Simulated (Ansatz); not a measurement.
# P4: small, medium and large basis sets

An exercise on one series of results from a longer session: the logs are not shown, and one member is left open.

Computed with Ansatz 0.2.0, Gaussian basis. Level: one geometry, several basis sets.

Levels to be run: PBE0-D4/def2-SVP; ωB97M-V/def2-SVP; PBE0-D4/def2-QZVPP; ωB97M-V/def2-QZVPP; CCSD(T)/cc-pV(D+d)Z; CCSD(T)/cc-pV(T+d)Z; CCSD(T)/cc-pV(Q+d)Z; the functionals' def2-TZVPP values are taken from earlier runs.

## The geometry

An earlier PBE0-D4 in a triple-zeta def2 set relaxation fixed the geometry.

4 atoms, charge 0, spin multiplicity 1.

Atoms are counted from 1 here; the program's logs count them from 0.

Bond lengths: P1–P2 2.184 Å, P1–P3 2.184 Å, P1–P4 2.184 Å, P2–P3 2.184 Å, P2–P4 2.184 Å, P3–P4 2.184 Å. Angles: P2–P1–P3 60.0°, P2–P1–P4 60.0°, P3–P1–P4 60.0°, P1–P2–P3 60.0°, P1–P2–P4 60.0°, P3–P2–P4 60.0°, P1–P3–P2 60.0°, P1–P3–P4 60.0°, P2–P3–P4 60.0°, P1–P4–P2 60.0°, P1–P4–P3 60.0°, P2–P4–P3 60.0°.

The first run:

The input, in.yaml:

```yaml
crystal:
  periodic: [false, false, false]
  atoms:
    - {symbol: P, position_ang: [-0.724800, -0.099991, 1.119382]}
    - {symbol: P, position_ang: [1.294853, 0.109804, 0.315680]}
    - {symbol: P, position_ang: [-0.184987, -1.091725, -0.749847]}
    - {symbol: P, position_ang: [-0.385065, 1.081922, -0.685226]}
basis:
  gaussian: {orbitals: def2-SVP}
hamiltonian: {xc: pbe0, dispersion: d4}
output: {orbitals: {seedname: orbitals}}
```

Run with:

```console
$ ansatz run in.yaml --threads 2 --pin off --events-out ev --progress --plain --max-ram 32768MiB --backend cpu
```

Steps of the session up to this table: PBE0-D4 in def2-SVP; ωB97M-V in def2-SVP; PBE0-D4 in def2-QZVPP; ωB97M-V in def2-QZVPP.

One table of the session follows, with a row left open; its other results are not shown here.

```
functional       basis  HOMO (eV)
   PBE0-D4    def2-SVP      -7.81
   PBE0-D4  def2-TZVPP      -7.62
   PBE0-D4  def2-QZVPP      -7.64
   ωB97M-V    def2-SVP      -9.62
   ωB97M-V  def2-TZVPP          ?
   ωB97M-V  def2-QZVPP      -9.50
```

Q: Estimate the row for ωB97M-V, def2-TZVPP from the others.

As computed: HOMO (eV): -9.48. In the column «HOMO (eV)» it lies between ωB97M-V, def2-QZVPP (-9.50) and PBE0-D4, def2-SVP (-7.81).
